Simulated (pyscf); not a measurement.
Thermochemistry of product channels of `[SiH3][O][InH2]` + `[ClH]` on the singlet surface, in kcal/mol, from CCSD(T)/def2-TZVPP + ΔMP2(QZVPP) energies (ideal gas, 1 atm, RRHO with modes under 100 cm⁻¹ raised to 100, one conformer, R ln 2 for chiral ones without a mode under 150 cm⁻¹). Structures and frequencies: ωB97X-D3(BJ)/def2-SVP in PySCF. MP2 and CC: frozen core, UHF for open shells. ΔMP2 is the change of the MP2 total energy from the triple- to the quadruple-zeta basis.

```csv
products,ΔE,ΔH(298 K),ΔG(298 K),ΔG(600 K)
`[OH][InH2]` + `[SiH3][Cl]`,+3.9,+5.1,+5.1,+5.2
`[Cl][InH2]` + `[OH][SiH3]`,-15.5,-14.0,-14.5,-14.7
```

These are energies of the channels, which say nothing of barriers. The CCSD(T) − MP2 part came from Ansatz, without density fitting, on the same reference. The frozen core leaves the outer d or s,p core shells of the metals and heavy elements correlated in the MP2 and CC values, and def2-TZVPP describes them poorly, which can shift differences by a few kcal/mol. Elements past Kr carry the def2 core potentials, without spin-orbit coupling.
